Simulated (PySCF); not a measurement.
allene (C3H4), SMILES C=C=C. Geometry: B3LYP-D3(BJ)/def2-TZVP.

Problem. Give the equilibrium geometry at B3LYP-D3(BJ)/def2-TZVP (PySCF confirms it by a frequency run) as bond lengths and angles, and its point group. (An estimate is asked for; the answer gives what the named calculation found.)

Solution. point group D2d.
Atoms: C1 C2 C3 H4 H5 H6 H7. Bond lengths (Å): C1–C2 1.300, C1–H4 1.084, C1–H5 1.084, C2–C3 1.300, C3–H6 1.084, C3–H7 1.084. Bond angles (°): C2–C1–H4 121.3, C2–C1–H5 121.3, H4–C1–H5 117.4, C1–C2–C3 180.0, C2–C3–H6 121.3, C2–C3–H7 121.3, H6–C3–H7 117.4.
Charge 0, spin multiplicity 1.
